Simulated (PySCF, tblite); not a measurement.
One entry of a table of gas-phase calculations, keyed by method. Lists by class give the value and the number of equivalent atoms.

```json
{
 "formula": "C3H8NO",
 "smiles": "CCOC[NH]",
 "charge": 0,
 "multiplicity": 2,
 "geometry_level": "GFN2-xTB",
 "electronic_structure_code": "PySCF",
 "results": {
  "GFN2-xTB geometry": {
   "point_group": "C1",
   "rotational_constants_GHz": [14.702, 2.643, 2.466]
  },
  "GFN2-xTB harmonic vibrations, gas phase": {
   "strongest_ir_bands_cm-1_km_per_mol_modes": [
    [404.9, 160.4, 1],
    [1106.9, 97.3, 1],
    [1127.5, 101.9, 1],
    [1175.2, 115.7, 1],
    [2869.0, 66.9, 1],
    [3032.2, 36.5, 1]
   ],
   "zpe_kcal_per_mol": 67.4
  },
  "UKS B3LYP, pcH-1 on C H N O, non-relativistic, mean-field spin-orbit, GIAO": {
   "g_iso": 2.00416,
   "g_tensor": [2.00212, 2.00375, 2.0066],
   "s2": 0.754,
   "a_iso_by_class_MHz": [
    ["1H", 200.4, 2],
    ["1H", -58.6, 1],
    ["13C", -47.2, 1],
    ["14N", 31.3, 1],
    ["17O", 5.8, 1]
   ]
  }
 }
}
```

g_iso is shifted by about +1840 ppm from the free-electron value 2.002319; the principal values span 0.0045. ⟨S²⟩ is 0.004 above the pure-spin value S(S + 1) = 0.75. The zero-point energy, half the sum of the 33 harmonic wavenumbers, equals 23570 cm⁻¹ or 282 kJ/mol. The rotational constants make it an asymmetric top with κ = (2B − A − C)/(A − C) = -0.97, nearer the prolate limit (−1). With B = h/(8π²I), that is 505.379 GHz u Å² over I, the principal moments of inertia are 34.4, 191.2 and 204.9 u Å² (most abundant isotopes); the inertial defect Ic − Ia − Ib is -20.7 u Å² (zero for a rigid planar frame, negative otherwise).

One conformer (not necessarily the lowest) at the GFN2-xTB geometry, without solvent or vibrations. In GFN2-xTB open shells enter through the occupations alone, without spin polarisation, so single modes can be far off. Hyperfine couplings depend on the geometry, which wasn't re-optimised at a DFT level. Couplings of like nuclei are plain means over topologically equivalent atoms, as if these changed places fast (by rotation of a methyl-like group, say); in this geometry the members of some sets differ.

Shape of the structure used: `[CH3:1][CH2:2][O:3][CH2:4][NH:5]`: C1–C2–O3–C4 -76°, C2–O3–C4–N5 -176°, H–N5–C4–O3 -3°.
